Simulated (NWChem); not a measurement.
Molecule: ammonia (NH₃); SMILES N

```xyz
4

N      0.0000     0.0000     0.1389
H      0.6618     0.6618    -0.2664
H      0.2422    -0.9040    -0.2664
H     -0.9040     0.2422    -0.2664
```
Atoms are numbered in this order, from 1.

All runs: NWChem. Pople sets run with spherical d functions. All runs use the structure optimised with PBE0/def2-SVP. Core excitations by TDA in a window of 1s orbitals, non-relativistic and unshifted: absolute energies depend strongly on the exact-exchange share.

For level N K edge, BHandHLYP/cc-pVTZ:

first 1s excitation (eV): 399.1
dipole oscillator strength of the first: 0.0090
first state with f > 0.002 (eV): 399.1
dipole oscillator strength of that state: 0.0090

Task: Estimate the same quantities for level N K edge, PBE/6-311G**.

Result: 
* **first 1s excitation (eV)**: 380.4
* **dipole oscillator strength of the first**: 0.0046
* **first state with f > 0.002 (eV)**: 380.4
* **dipole oscillator strength of that state**: 0.0046
